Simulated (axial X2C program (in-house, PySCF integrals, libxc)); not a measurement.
## BP⁺: properties at the nuclei

Computed with an in-house all-electron X2C program for linear molecules (integrals from PySCF): two-component X2C with atomic mean-field Coulomb and Gaunt terms, Gaussian nuclei, basis P dyall-v3z, B dyall-v3z with contracted cores.

R = 1.854 Å (near the PBE0 minimum at charge 1 of the determinant lowest at the starting distance; the state shown can have its own minimum elsewhere).

Determinant lowest in the PBE0 search, Ω = 3/2 (⟨Sz⟩ = 1.50, ⟨Lz⟩ = 0.00 at PBE0), spin on the atoms P 0.85, B 0.65:

```csv
level,Eeff magnitude (GV/cm),Ws magnitude P (kHz),Ws magnitude B (kHz),A∥/gI P (MHz),qzz P (a.u.),A∥/gI B (MHz),qzz B (a.u.)
PBE0,0.0506,0.0106,0.00279,-82.2,-1.49,156,-0.41
HF,0.0819,0.0182,0.00316,-52.6,-1.29,162,-0.52
BP86,0.0438,0.00888,0.00277,-74.6,-1.56,158,-0.39
PBE50,0.0568,0.012,0.00289,-78,-1.41,156,-0.44
LDA,0.0308,0.00565,0.00262,-69.6,-1.63,156,-0.38
```

Determinant 1.03 eV from it at PBE0 and this distance, Ω = 1/2 (⟨Sz⟩ = 0.50, ⟨Lz⟩ = 0.00 at PBE0), spin on the atoms P 0.05, B 0.45:

| level | Eeff magnitude (GV/cm) | Ws magnitude P (kHz) | Ws magnitude B (kHz) | A∥/gI P (MHz) | qzz P (a.u.) | A∥/gI B (MHz) | qzz B (a.u.) |
| --- | --- | --- | --- | --- | --- | --- | --- |
| PBE0 | 0.0239 | 0.0108 | 0.00823 | 108 | -1.50 | 480 | -0.42 |
| HF | 0.0285 | 0.0134 | 0.00916 | 168 | -1.51 | 508 | -0.50 |
| BP86 | 0.0211 | 0.00862 | 0.00822 | 109 | -1.53 | 478 | -0.40 |
| PBE50 | 0.0264 | 0.0125 | 0.00849 | 105 | -1.46 | 483 | -0.44 |
| LDA | 0.0184 | 0.00695 | 0.00787 | 135 | -1.59 | 482 | -0.39 |

Eeff is the effective electric field on the electron electric dipole moment in this Ω state and Ws the scalar–pseudoscalar constant of the nucleus named (defined with the proton number Z and per Ω); A∥ (defined per Ω) follows by multiplying with gI = μI/(I μN); qzz is the electric field gradient, eQq0 = 234.96 MHz × Q/barn × qzz. The operators were transformed with the bare-nucleus X2C matrices; with these basis sets, hyperfine constants and field gradients can be off by tens of per cent, and where levels differ in sign neither size nor sign is settled.

Problem. With gI(31P) = 2.2632, gI(11B) = 1.7924, Q(11B) = 0.04059 barn (g factors from the IAEA table of nuclear moments by Stone; Q from Pyykkö, Mol. Phys. 2018), turn the PBE0 values of the first state into constants in MHz.

Solution. A∥(31P) = -82.2 × 2.2632 = -186 MHz; A∥(11B) = 156 × 1.7924 = 280 MHz; eQq0(11B) = 234.96 × (0.04059) × (-0.41) = -3.91 MHz.

Each state is one determinant with collinear spin, which with several unpaired electrons need not be a pure state. Unrestricted Hartree–Fock can overshoot spin polarisation at the nuclei. This is the top spin component of a Σ state; components of lower Ω are not single determinants and can lie lower. With several open shells hyperfine constants can be off by a factor of several. Where Eeff spreads by more than a factor of two the levels disagree and none is to be relied on. States lie within half an eV, so the first need not be the ground state. Further determinants of the search, some of them spin-mixed, are not shown. PBE0 term energies can be off by some tenths of an eV.
